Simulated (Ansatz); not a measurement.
## Ansatz (development build ahead of 0.2.0) run

```yaml
crystal:
  periodic: [false, false, false]
  atoms:
    - { symbol: Li, position_ang: [0.0, 0.0, 0.0] }
    - { symbol: "N", position_ang: [0.0, 2.2876, 1.7554] }
    - { symbol: "N", position_ang: [0.0, -2.2876, 1.7554] }
basis:
  gaussian: { orbitals: pcseg-2 }
total_charge: 1
magnetization:
  initial_magnetization: 2
hamiltonian:
  xc: { name: wB97X }
```

The input is written out in the form of the current development build from the run's settings.

Output:

```yaml
Converged: yes
Total_energy: -116.28308 hartree
Spin_squared_of_the_determinant: 2.000
Stability_test: minimum among restricted orbitals
```

Caution: stretched shape with no unrestricted run beside it, a lower state can exist; other spin multiplicities may lie lower.
